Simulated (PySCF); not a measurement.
**Löwdin shares of the frontier orbitals**

Species: C4H4S2.
Z-matrix (Å and degrees, GFN2-xTB geometry), rows numbered from 1:
```
S 
C   1  1.7635
C   2  1.4188  1  124.31
C   3  1.3550  2  112.07  1   179.97
S   4  1.7187  3  112.35  2    -0.01
C   2  1.3605  1  122.93  3  -179.99
H   1  1.3314  2   95.15  3     0.10
H   3  1.0755  2  123.73  1     0.05
H   4  1.0715  3  128.02  2   180.00
H   6  1.0708  2  127.94  1    -0.04
```

Method used: TDDFT CAM-B3LYP/def2-SVPD, vertical, gas phase, core orbitals frozen in the response in PySCF.

Frontier orbitals with the atoms that hold most of them (Löwdin shares over 4%, at most four atoms; ? is withheld):

| orbital | ε (eV) | atoms |
| --- | --- | --- |
| LUMO+2 | 1.12 | S5 40%, S1 30%, H9 8%, C4 6% |
| LUMO+1 | 0.84 | S1 40%, S5 18%, H7 16%, H8 7% |
| LUMO | ? | C4 22%, S5 22%, C6 19%, C3 13% |
| HOMO | -7.52 | ? |
| HOMO-1 | -8.58 | ? |
| HOMO-2 | -10.07 | S1 37%, S5 21%, C2 18%, C4 9% |
| HOMO-3 | -11.24 | S1 44%, S5 21%, C2 15%, C3 6% |

**Question.** Which atoms hold the HOMO-1, and with what shares?

**Answer.** C3 (bonded to 2 C and H) 27%; C4 (bonded to C, S and H) 22%; S5 (bonded to 2 C) 20%; C6 (bonded to C, S and H) 17%. By element: carbon 66% or more, sulfur 20% or more.

**Question.** Give the leading atoms of the HOMO.

**Answer.** S1 (bonded to C and H) 38%; C2 (bonded to 2 C and S) 16%; C6 (bonded to C, S and H) 16%; S5 (bonded to 2 C) 14%. By element: sulfur 53%, carbon 32% or more.

**Question.** What is the LUMO energy, and the HOMO–LUMO gap?

**Answer.** ε(LUMO) = 0.45 eV; the gap is 7.97 eV (0.2929 hartree).

**Question.** How does S1 compare with the orbital gap of 7.97 eV?

**Answer.** S1 is at 5.08 eV (f = 0.0028), 2.89 eV below the gap, made of HOMO→LUMO+1 (65%), HOMO→LUMO+2 (12%), HOMO→LUMO+4 (10%). Its leading pair isn't HOMO and LUMO; the energies of that pair differ by 8.37 eV. Without the coupling terms of the response equations the lowest excitation would equal the gap.

**Question.** One configuration dominates each of S2 and S4. Which, and how do the shares of the two leading atoms of either orbital change from the occupied to the empty one?

**Answer.** 
- S2 (5.17 eV, f 0.097), HOMO→LUMO (95%): S1 38% → at most 14%, C2 16% → at most 14%, C4 at most 15% → 22%, S5 14% → 22%
- S4 (5.94 eV, f 0.038), HOMO-1→LUMO (80%): C3 27% → 13%, C4 22% → 22%, S5 20% → 22%

Löwdin shares depend on the basis, the more so with diffuse functions.

The run took 9.2 s wall on one thread, x86-64 server, no GPU, on a shared host.

One conformer stands for the species.
